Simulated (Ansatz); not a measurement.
## SiB₃ (Imma, No. 74; cell taken from a computed entry)

Calculation: PBEsol (Ansatz, an electronic-structure program, plane waves, PAW).

Settings: plane-wave cutoff 520 eV, 8×8×8 k mesh, Fermi–Dirac smearing 0.01 eV, scalar-relativistic PAW data made under PBE.

Cell (relaxed with PBEsol):

```cif
data_B48Si16
_chemical_formula_sum 'Si16 B48'
_space_group_name_H-M_alt 'Imma'
_space_group_IT_number 74
_space_group_name_Hall '-I 2b 2'
_cell_length_a 8.31598
_cell_length_b 12.53445
_cell_length_c 6.19944
_cell_angle_alpha 90.000
_cell_angle_beta 90.000
_cell_angle_gamma 90.000
loop_
_atom_site_label
_atom_site_type_symbol
_atom_site_symmetry_multiplicity
_atom_site_Wyckoff_symbol
_atom_site_fract_x
_atom_site_fract_y
_atom_site_fract_z
_atom_site_occupancy
Si1 Si 8 i 0.26813 0.25000 0.06333 1
Si2 Si 8 h 0.00000 0.65415 0.00222 1
B1 B 8 h 0.00000 0.07406 0.72339 1
B2 B 16 j 0.38902 0.11254 0.00244 1
B3 B 16 j 0.17551 0.00148 0.65440 1
B4 B 8 h 0.00000 0.06920 0.27208 1
```
(The calculation used a cell of 32 atoms; values per cell refer to that cell.)

```yaml
band_gap: 1.35 eV (indirect)
smallest_direct_gap_on_the_k_points_sampled: 1.39 eV
direct gap at Γ: 1.53 eV
```

The result took roughly 7 core-minutes.
